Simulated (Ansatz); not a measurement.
**CH4ClSi+ (SMILES [SiH2+]CCl): functionals against CCSD(T) at one geometry**

One table from this session's results is given with a row withheld; the runs are named, their logs left out.

The runs use Ansatz 0.2.0, Gaussian basis; single points in def2-TZVPP.

Correlated methods freeze the cores.

### Where the work starts

SMILES `[SiH2+]CCl`, 7 atoms, charge 1, spin multiplicity 1.

Atoms are counted from 1 here; the program's logs count them from 0.

Bond lengths: Si1–C2 1.846 Å, Si1–H4 1.512 Å, Si1–H5 1.550 Å, C2–Cl3 1.832 Å, C2–H6 1.074 Å, C2–H7 1.086 Å. Angles: C2–Si1–H4 116.5°, C2–Si1–H5 122.2°, H4–Si1–H5 120.8°, Si1–C2–Cl3 105.2°, Si1–C2–H6 114.9°, Si1–C2–H7 117.0°, Cl3–C2–H6 102.1°, Cl3–C2–H7 108.6°, H6–C2–H7 107.8°.

Geometry (Å):

```
Si   -0.7183    0.3088   -0.7013
C     0.6540   -0.0333    0.4844
Cl    0.6502   -1.8516    0.7111
H    -1.5312   -0.8827   -1.1562
H    -1.1416    1.7503   -1.0813
H     0.4860    0.3186    1.4847
H     1.6519    0.2761    0.1871
```

The first run:

run/in.yaml reads:

```yaml
crystal:
  periodic: [false, false, false]
  atoms:
    - {symbol: Si, position_ang: [-0.718300, 0.308800, -0.701300]}
    - {symbol: C, position_ang: [0.654000, -0.033300, 0.484400]}
    - {symbol: Cl, position_ang: [0.650200, -1.851600, 0.711100]}
    - {symbol: H, position_ang: [-1.531200, -0.882700, -1.156200]}
    - {symbol: H, position_ang: [-1.141600, 1.750300, -1.081300]}
    - {symbol: H, position_ang: [0.486000, 0.318600, 1.484700]}
    - {symbol: H, position_ang: [1.651900, 0.276100, 0.187100]}
basis:
  gaussian: {orbitals: def2-TZVPP}
total_charge: 1
correlation: {method: ccsd_t}
output: {forces: true}
```

No record of the launch command was kept for these runs.

Steps of the session up to this table: CCSD(T)/def2-TZVPP; PBE0-D4/def2-TZVPP; wB97M-V/def2-TZVPP; r2SCAN-D4/def2-TZVPP; PBE-D4/def2-TZVPP; BLYP-D4/def2-TZVPP; CAM-B3LYP-D4/def2-TZVPP.

One table of the session follows, with a row left open; its other results are not shown here.

```
      method  RMS force component (eV/Å)  angle to CCSD(T) forces (°)
     CCSD(T)                       0.583                    reference
     PBE0-D4                       0.604                         13.3
     wB97M-V                           ?                            ?
   r2SCAN-D4                       0.554                         11.0
      PBE-D4                       0.559                         19.3
     BLYP-D4                       0.506                         17.1
CAM-B3LYP-D4                       0.593                          8.5
```

Q: Estimate the row for wB97M-V from the others.

The run gave: RMS force component (eV/Å): 0.611; angle to CCSD(T) forces (°): 7.2. In the column «RMS force component (eV/Å)» it is the highest.
